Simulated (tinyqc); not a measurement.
UKS/B3LYP (VWN-RPA form) in the sto-3g basis, for CH2, spin multiplicity 3, step by step. One step of it, computed by the program tinyqc.

Problem. Iteration 1: building the Kohn-Sham matrix. J_ij = sum D_kl (ij|kl) with D = D(alpha) + D(beta), K_ij = sum D_kl (ik|jl) for each spin; F = H + J - 0.2 K(s) + V_xc; E = tr D H + tr D J / 2 - 0.1 sum_s tr D(s) K(s) + E_xc + E_nn.

D(alpha) at the start, order 1C 1s, 1C 2s, 1C 2px, 1C 2py, 1C 2pz, 2H 1s, 3H 1s:
```
[[1.339785, -0.323957, 0.000000, -0.000197, 0.005439, -0.012336, -0.012486],
 [-0.323957, 1.310685, 0.000000, 0.000690, -0.020139, 0.050952, 0.051516],
 [0.000000, 0.000000, 0.411575, 0.000000, 0.000000, 0.000000, 0.000000],
 [-0.000197, 0.000690, 0.000000, 0.387246, 0.000438, 0.032821, -0.032636],
 [0.005439, -0.020139, 0.000000, 0.000438, 0.397743, 0.021212, 0.021163],
 [-0.012336, 0.050952, 0.000000, 0.032821, 0.021212, 0.604154, 0.018893],
 [-0.012486, 0.051516, 0.000000, -0.032636, 0.021163, 0.018893, 0.603263]]
```

D(beta) at the start, order 1C 1s, 1C 2s, 1C 2px, 1C 2py, 1C 2pz, 2H 1s, 3H 1s:
```
[[0.803871, -0.194374, 0.000000, -0.000118, 0.003264, -0.007402, -0.007492],
 [-0.194374, 0.786411, 0.000000, 0.000414, -0.012083, 0.030571, 0.030910],
 [0.000000, 0.000000, 0.246945, 0.000000, 0.000000, 0.000000, 0.000000],
 [-0.000118, 0.000414, 0.000000, 0.232347, 0.000263, 0.019693, -0.019581],
 [0.003264, -0.012083, 0.000000, 0.000263, 0.238646, 0.012727, 0.012698],
 [-0.007402, 0.030571, 0.000000, 0.019693, 0.012727, 0.362492, 0.011336],
 [-0.007492, 0.030910, 0.000000, -0.019581, 0.012698, 0.011336, 0.361958]]
```

core Hamiltonian H = T + V (hartree), order 1C 1s, 1C 2s, 1C 2px, 1C 2py, 1C 2pz, 2H 1s, 3H 1s:
```
[[-18.461485, -4.451939, 0.000000, 0.000306, -0.010590, -0.416859, -0.448080],
 [-4.451939, -5.414918, 0.000000, 0.003211, -0.120743, -1.210333, -1.278261],
 [0.000000, 0.000000, -4.326969, 0.000000, 0.000000, 0.000000, 0.000000],
 [0.000306, 0.003211, 0.000000, -4.404301, 0.001624, -0.916072, 0.959684],
 [-0.010590, -0.120743, 0.000000, 0.001624, -4.370852, -0.708376, -0.741416],
 [-0.416859, -1.210333, 0.000000, -0.916072, -0.708376, -2.755002, -0.231651],
 [-0.448080, -1.278261, 0.000000, 0.959684, -0.741416, -0.231651, -2.799220]]
```

Two-electron integrals (ij|kl) in chemists' order, unique and non-zero (hartree):
```
(11|11) 3.541948    (21|11) 0.576921    (21|21) 0.111888    (22|11) 0.854682
(22|21) 0.205284    (22|22) 0.624709    (31|31) 0.020296    (32|31) 0.030858
(32|32) 0.137996    (33|11) 0.852436    (33|21) 0.205335    (33|22) 0.624568
(33|33) 0.672833    (41|41) 0.020296    (42|41) 0.030858    (42|42) 0.137996
(43|43) 0.036269    (44|11) 0.852436    (44|21) 0.205335    (44|22) 0.624568
(44|33) 0.600295    (44|44) 0.672833    (51|51) 0.020296    (52|51) 0.030858
(52|52) 0.137996    (53|53) 0.036269    (54|54) 0.036269    (55|11) 0.852436
(55|21) 0.205335    (55|22) 0.624568    (55|33) 0.600295    (55|44) 0.600295
(55|55) 0.672833    (61|11) 0.053625    (61|21) 0.010343    (61|22) 0.018969
(61|33) 0.018915    (61|41) 0.000471    (61|42) 0.000891    (61|44) 0.019023
(61|51) 0.000355    (61|52) 0.000671    (61|54) 0.000082    (61|55) 0.018976
(61|61) 0.000975    (62|11) 0.159986    (62|21) 0.039096    (62|22) 0.135352
(62|33) 0.131899    (62|41) 0.002913    (62|42) 0.022234    (62|44) 0.138417
(62|51) 0.002195    (62|52) 0.016753    (62|54) 0.004911    (62|55) 0.135600
(62|61) 0.003766    (62|62) 0.042929    (63|31) 0.003529    (63|32) 0.019870
(63|43) 0.004069    (63|53) 0.003066    (63|63) 0.004551    (64|11) 0.120581
(64|21) 0.029800    (64|22) 0.109359    (64|33) 0.104138    (64|41) 0.005371
(64|42) 0.035881    (64|44) 0.116994    (64|51) 0.001388    (64|52) 0.012064
(64|54) 0.006620    (64|55) 0.106816    (64|61) 0.002967    (64|62) 0.040997
(64|64) 0.042989    (65|11) 0.090855    (65|21) 0.022454    (65|22) 0.082400
(65|33) 0.078466    (65|41) 0.001388    (65|42) 0.012064    (65|44) 0.082021
(65|51) 0.004575    (65|52) 0.028960    (65|54) 0.006747    (65|55) 0.086616
(65|61) 0.002236    (65|62) 0.030890    (65|64) 0.028962    (65|65) 0.026374
(66|11) 0.344803    (66|21) 0.085571    (66|22) 0.338552    (66|33) 0.323040
(66|41) 0.006646    (66|42) 0.070947    (66|44) 0.352426    (66|51) 0.005008
(66|52) 0.053457    (66|54) 0.022142    (66|55) 0.339723    (66|61) 0.008280
(66|62) 0.148562    (66|64) 0.155620    (66|65) 0.117257    (66|66) 0.774606
(71|11) 0.057630    (71|21) 0.011116    (71|22) 0.020389    (71|33) 0.020329
(71|41) -0.000507   (71|42) -0.000961   (71|44) 0.020448    (71|51) 0.000382
(71|52) 0.000723    (71|54) -0.000090   (71|55) 0.020397    (71|61) 0.001022
(71|62) 0.003842    (71|64) 0.002822    (71|65) 0.002291    (71|66) 0.008409
(71|71) 0.001126    (72|11) 0.169495    (72|21) 0.041410    (72|22) 0.143041
(72|33) 0.139394    (72|41) -0.003092   (72|42) -0.023444   (72|44) 0.146280
(72|51) 0.002328    (72|52) 0.017656    (72|54) -0.005186   (72|55) 0.143300
(72|61) 0.003786    (72|62) 0.030650    (72|64) 0.021683    (72|65) 0.021534
(72|66) 0.080114    (72|71) 0.004289    (72|72) 0.047509    (73|31) 0.003770
(73|32) 0.021136    (73|43) -0.004308   (73|53) 0.003244    (73|63) 0.003016
(73|73) 0.005091    (74|11) -0.126790   (74|21) -0.031330   (74|22) -0.114730
(74|33) -0.109216   (74|41) 0.005722    (74|42) 0.037971    (74|44) -0.122803
(74|51) -0.001470   (74|52) -0.012679   (74|54) 0.006988    (74|55) -0.112036
(74|61) -0.002759   (74|62) -0.021465   (74|64) -0.012850   (74|65) -0.014880
(74|66) -0.054780   (74|71) -0.003357   (74|72) -0.045064   (74|74) 0.047056
(75|11) 0.095490    (75|21) 0.023596    (75|22) 0.086408    (75|33) 0.082255
(75|41) -0.001470   (75|42) -0.012679   (75|44) 0.085999    (75|51) 0.004877
(75|52) 0.030685    (75|54) -0.007128   (75|55) 0.090867    (75|61) 0.002241
(75|62) 0.021412    (75|64) 0.014923    (75|65) 0.017740    (75|66) 0.058686
(75|71) 0.002528    (75|72) 0.033939    (75|74) -0.031606   (75|75) 0.028894
(76|11) 0.027457    (76|21) 0.006758    (76|22) 0.024844    (76|33) 0.024069
(76|41) 3.23e-06    (76|42) 0.000038    (76|44) 0.024629    (76|51) 0.000595
(76|52) 0.005123    (76|54) 0.000009    (76|55) 0.025804    (76|61) 0.000640
(76|62) 0.007269    (76|64) 0.006092    (76|65) 0.005745    (76|66) 0.024316
(76|71) 0.000688    (76|72) 0.007602    (76|74) -0.006302   (76|75) 0.005973
(76|76) 0.001629    (77|11) 0.352158    (77|21) 0.087387    (77|22) 0.345048
(77|33) 0.328938    (77|41) -0.006913   (77|42) -0.073186   (77|44) 0.359468
(77|51) 0.005207    (77|52) 0.055119    (77|54) -0.022994   (77|55) 0.346255
(77|61) 0.007988    (77|62) 0.077201    (77|64) 0.053204    (77|65) 0.056952
(77|66) 0.218876    (77|71) 0.009098    (77|72) 0.157459    (77|74) -0.163846
(77|75) 0.123399    (77|76) 0.024316    (77|77) 0.774606
```

nuclear repulsion = 4.41821553 hartree

V_xc(alpha) (hartree), order 1C 1s, 1C 2s, 1C 2px, 1C 2py, 1C 2pz, 2H 1s, 3H 1s:
```
[[-1.951446, -0.281122, 0.000000, -0.000004, 0.000136, -0.026308, -0.028271],
 [-0.281122, -0.470324, 0.000000, 0.000511, -0.009575, -0.106280, -0.112664],
 [0.000000, 0.000000, -0.461707, 0.000000, 0.000000, 0.000000, 0.000000],
 [-0.000004, 0.000511, 0.000000, -0.474159, 0.000439, -0.090202, 0.095126],
 [0.000136, -0.009575, 0.000000, 0.000439, -0.472392, -0.068870, -0.072610],
 [-0.026308, -0.106280, 0.000000, -0.090202, -0.068870, -0.383323, -0.018837],
 [-0.028271, -0.112664, 0.000000, 0.095126, -0.072610, -0.018837, -0.385262]]
```

V_xc(beta) (hartree), order 1C 1s, 1C 2s, 1C 2px, 1C 2py, 1C 2pz, 2H 1s, 3H 1s:
```
[[-1.699315, -0.250203, 0.000000, -0.000003, 0.000110, -0.023375, -0.025119],
 [-0.250203, -0.425007, 0.000000, 0.000458, -0.009282, -0.096456, -0.102205],
 [0.000000, 0.000000, -0.417674, 0.000000, 0.000000, 0.000000, 0.000000],
 [-0.000003, 0.000458, 0.000000, -0.429428, 0.000393, -0.081877, 0.086301],
 [0.000110, -0.009282, 0.000000, 0.000393, -0.427471, -0.062567, -0.065932],
 [-0.023375, -0.096456, 0.000000, -0.081877, -0.062567, -0.345265, -0.017214],
 [-0.025119, -0.102205, 0.000000, 0.086301, -0.065932, -0.017214, -0.347014]]
```

E_xc = sum of w rho eps_xc = -4.92514146 hartree

Give: Coulomb J; exchange K(alpha); exchange K(beta); F(alpha); F(beta); total energy of this density.

Solution.

Coulomb J (hartree), order 1C 1s, 1C 2s, 1C 2px, 1C 2py, 1C 2pz, 2H 1s, 3H 1s:
```
[[11.1820, 2.1337, 0.0000, -0.0003, 0.0099, 0.1981, 0.2129],
 [2.1337, 4.8660, 0.0000, -0.0022, 0.1091, 1.0846, 1.1460],
 [0.0000, 0.0000, 4.8287, 0.0000, 0.0000, 0.0000, 0.0000],
 [-0.0003, -0.0022, 0.0000, 4.8892, -0.0009, 0.8863, -0.9299],
 [0.0099, 0.1091, 0.0000, -0.0009, 4.8630, 0.6848, 0.7179],
 [0.1981, 1.0846, 0.0000, 0.8863, 0.6848, 3.0368, 0.2027],
 [0.2129, 1.1460, 0.0000, -0.9299, 0.7179, 0.2027, 3.0774]]
```

exchange K(alpha) (hartree), order 1C 1s, 1C 2s, 1C 2px, 1C 2py, 1C 2pz, 2H 1s, 3H 1s:
```
[[4.5434, 0.7730, 0.0000, -0.0003, 0.0042, 0.0798, 0.0857],
 [0.7730, 1.0876, 0.0000, -0.0026, 0.0440, 0.3266, 0.3443],
 [0.0000, 0.0000, 0.5042, 0.0000, 0.0000, 0.0000, 0.0000],
 [-0.0003, -0.0026, 0.0000, 0.5554, -0.0016, 0.1852, -0.1946],
 [0.0042, 0.0440, 0.0000, -0.0016, 0.5330, 0.1477, 0.1545],
 [0.0798, 0.3266, 0.0000, 0.1852, 0.1477, 0.5836, 0.0832],
 [0.0857, 0.3443, 0.0000, -0.1946, 0.1545, 0.0832, 0.5931]]
```

exchange K(beta) (hartree), order 1C 1s, 1C 2s, 1C 2px, 1C 2py, 1C 2pz, 2H 1s, 3H 1s:
```
[[2.7261, 0.4638, 0.0000, -0.0002, 0.0025, 0.0479, 0.0514],
 [0.4638, 0.6525, 0.0000, -0.0016, 0.0264, 0.1960, 0.2066],
 [0.0000, 0.0000, 0.3025, 0.0000, 0.0000, 0.0000, 0.0000],
 [-0.0002, -0.0016, 0.0000, 0.3332, -0.0010, 0.1111, -0.1168],
 [0.0025, 0.0264, 0.0000, -0.0010, 0.3198, 0.0886, 0.0927],
 [0.0479, 0.1960, 0.0000, 0.1111, 0.0886, 0.3502, 0.0499],
 [0.0514, 0.2066, 0.0000, -0.1168, 0.0927, 0.0499, 0.3559]]
```

F(alpha) (hartree), order 1C 1s, 1C 2s, 1C 2px, 1C 2py, 1C 2pz, 2H 1s, 3H 1s:
```
[[-10.1396, -2.7540, 0.0000, 0.0001, -0.0014, -0.2610, -0.2805],
 [-2.7540, -1.2368, 0.0000, 0.0020, -0.0301, -0.2973, -0.3138],
 [0.0000, 0.0000, -0.0609, 0.0000, 0.0000, 0.0000, 0.0000],
 [0.0001, 0.0020, 0.0000, -0.1003, 0.0015, -0.1570, 0.1638],
 [-0.0014, -0.0301, 0.0000, 0.0015, -0.0869, -0.1220, -0.1270],
 [-0.2610, -0.2973, 0.0000, -0.1570, -0.1220, -0.2183, -0.0644],
 [-0.2805, -0.3138, 0.0000, 0.1638, -0.1270, -0.0644, -0.2256]]
```

F(beta) (hartree), order 1C 1s, 1C 2s, 1C 2px, 1C 2py, 1C 2pz, 2H 1s, 3H 1s:
```
[[-9.5240, -2.6612, 0.0000, 0.0001, -0.0011, -0.2517, -0.2705],
 [-2.6612, -1.1045, 0.0000, 0.0017, -0.0262, -0.2614, -0.2758],
 [0.0000, 0.0000, 0.0235, 0.0000, 0.0000, 0.0000, 0.0000],
 [0.0001, 0.0017, 0.0000, -0.0112, 0.0014, -0.1339, 0.1394],
 [-0.0011, -0.0262, 0.0000, 0.0014, 0.0007, -0.1039, -0.1080],
 [-0.2517, -0.2614, 0.0000, -0.1339, -0.1039, -0.1335, -0.0561],
 [-0.2705, -0.2758, 0.0000, 0.1394, -0.1080, -0.0561, -0.1400]]
```

total energy of this density = -38.466366 hartree

This density is the starting one; it is not idempotent, so its energy is not variational and may lie below the converged one.
